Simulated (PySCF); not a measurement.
H2O, SMILES O.

Coordinates come from a B3LYP-D3(BJ)/def2-TZVPD optimisation.

Two levels are set side by side: TDDFT-PBE/def2-TZVPD (PySCF) and TDDFT-ωB97X/def2-TZVPD (PySCF). Vertical, same geometry. The lowest singlet is HOMO→LUMO 100 % with PBE and HOMO→LUMO 95 % with the other functional; states are paired by order. Differences are taken from unrounded values.

```json
[
 {"quantity": "lowest singlet excitation (eV)", "TDDFT-ωB97X": "7.65"},
 {"quantity": "lowest triplet excitation (TDA) (eV)", "TDDFT-ωB97X": "7.30"},
 {"quantity": "first bright state (f over 0.05) (eV)", "TDDFT-ωB97X": "7.65"},
 {"quantity": "its oscillator strength", "TDDFT-ωB97X": "0.06"}
]
```

Problem. What does TDDFT-PBE give, and how far is it from TDDFT-ωB97X? (The exact figures need the calculation; the answer reports its results.)

Solution. 
```csv
quantity,TDDFT-PBE,TDDFT-PBE minus TDDFT-ωB97X
lowest singlet excitation (eV),6.73,-0.92
lowest triplet excitation (TDA) (eV),6.31,-0.99
first bright state (f over 0.05) (eV),8.84,1.19
its oscillator strength,0.09,0.03
```

A lower first singlet is the usual sign of a functional without exact exchange. Differences between two approximate levels are no errors against the true value.

Rough cost on one machine, each run with all the roots and properties that it gave: TDDFT-ωB97X against TDDFT-PBE within a factor of 2.
